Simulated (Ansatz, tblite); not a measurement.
Cost and result up the ladder for Si₂H₄ (6 atoms). The state is a singlet with charge 0. Geometry: PBE-D4/def2-TZVP.

```
atom    x (Å)    y (Å)    z (Å)
 Si1   0.7280  -0.8065   0.0315
 Si2  -0.7281   0.8062  -0.0314
  H3  -0.4246   2.0746   0.6961
  H4   0.4248  -2.0744  -0.6970
  H5  -2.1807   0.4624   0.0108
  H6   2.1805  -0.4623  -0.0101
```

Ansatz on 4 threads of Arm Neoverse V1 on a shared host; xTB runs through tblite on one thread. Times are rough, summed over both states, and most runs start from the orbitals of an earlier one. No level here is sound enough to serve as a yardstick. The other state is a triplet.

The xTB rows come from tblite. The structure comes from a short search, and lower isomers may exist.

xTB has no spin-polarisation term.

```json
{"level": "GFN2-xTB", "functions": "22", "wall time": "0.004 s", "vertical triplet (eV)": "1.45", "remarks": "–"}
{"level": "GFN1-xTB", "functions": "26", "wall time": "0.005 s", "vertical triplet (eV)": "1.72", "remarks": "–"}
{"level": "PBE-D4/def2-TZVP (with forces)", "functions": "98", "wall time": "1.3 s", "vertical triplet (eV)": "1.60", "remarks": "–"}
{"level": "PBE0-D4/def2-TZVP", "functions": "98", "wall time": "1.6 s", "vertical triplet (eV)": "1.44", "remarks": "restricted SCF unstable in HF (singlet)"}
{"level": "r2SCAN-D4/def2-TZVP", "functions": "98", "wall time": "2.7 s", "vertical triplet (eV)": "1.38", "remarks": "restricted SCF unstable in HF (singlet)"}
```
